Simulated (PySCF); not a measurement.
CH7AlO, closed shell: at the start structure of a reaction step.

run.py

```python
import json, numpy as np
from pyscf import gto, scf, dft, mp, cc
EV, BOHR = 27.211386245988, 0.529177210903
mol = gto.M(atom="""
Al -0.957025 -0.167508 -1.266065
H -0.574218 0.750851 -2.519492
H -0.414195 -1.677554 -1.271716
H -2.308289 0.103476 -0.459178
H 1.172569 0.886571 -0.440019
O 0.349612 0.642580 -0.004338
C 0.604269 -0.001618 1.251098
H -0.369647 -0.184535 1.700526
H 1.185387 0.661862 1.891807
H 1.120641 -0.950486 1.098262
""", basis="def2-tzvpp", charge=0, spin=0, max_memory=8670, verbose=0)
def mean_field(mol, dm=None):
    mf = dft.RKS(mol, xc="bhandhlyp").density_fit()
    mf.conv_tol = 1e-9; mf.grids.level = 4
    mf.kernel(dm0=dm)
    if not mf.converged: mf = mf.newton().run(mf.mo_coeff, mf.mo_occ)
    assert mf.converged
    return mf
def d4(mol):
    from pyscf.dispersion.dftd4 import DFTD4Dispersion
    real = gto.M(atom=[(mol.atom_pure_symbol(i), mol.atom_coord(i)) for i in range(10)], unit='B', charge=mol.charge, spin=None, basis='def2-svp', verbose=0)
    r = DFTD4Dispersion(real, xc="bhlyp", atm=True).get_dispersion(grad=True); return r["energy"], r["gradient"]
def energy_and_gradient(mol, dm=None):
    mf = mean_field(mol, dm); e, g = d4(mol)
    return mf, (mf.e_tot + e) * EV, (mf.nuc_grad_method().kernel()[:10] + g) * EV / BOHR
out = {}
mf = mean_field(mol); e = d4(mol)[0]
out.update(energy=(mf.e_tot + e) * EV, converged=True, dispersion=e * EV)
out['s2'] = mf.spin_square()[0]; out['nelec'] = mol.nelec
print(f"Total energy {out['energy']:.6f} eV, <S^2> {out['s2']:.4f}")
json.dump(out, open("out.json", "w"), default=float)
```

Command:

```bash
OMP_NUM_THREADS=4 python run.py
```

It printed (PySCF 2.14):

```
Total energy -9794.839786 eV, <S^2> 0.0000
```

The run took 10 s on 4 CPU threads of an Arm Neoverse V1 (shared host), with 0.73 GiB of host memory at its peak.
